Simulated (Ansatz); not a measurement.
C₃H₄O₂ (`OC#CCO`). Total charge 0; spin multiplicity 1.

```xyz
9

O     0.4639    2.0277   -1.7921
C     0.1595    1.0250   -1.0184
C    -0.1631    0.1437   -0.2695
C    -0.5330   -0.9046    0.6712
O     0.4650   -1.1967    1.6295
H     1.0325    1.7308   -2.5125
H    -0.7175   -1.8397    0.1362
H    -1.4767   -0.6241    1.1596
H     0.7696   -0.3622    1.9960
```

List the harmonic frequencies (cm⁻¹, unscaled) at PBE0-D4/def2-TZVP in Ansatz. (An estimate is asked.)

Ansatz gave: 126, 190, 210, 296, 396, 428, 533, 788, 984, 1070, 1220, 1237, 1317, 1349, 1425, 1486, 2411, 3008, 3090, 3802, 3860.

Is this a minimum?

Yes, all 21 modes are real.

Give the ideal-gas thermochemistry at 298.15 K and 1 bar (rigid rotor, harmonic oscillator; point group C1, symmetry number 1).

Zero-point energy 174.8 kJ/mol; H(298) − E = 193.2 kJ/mol; entropy 317.4 J/(mol·K), of which translation 162.2, rotation 106.3, vibration 48.8; G(298) − E = 98.6 kJ/mol.
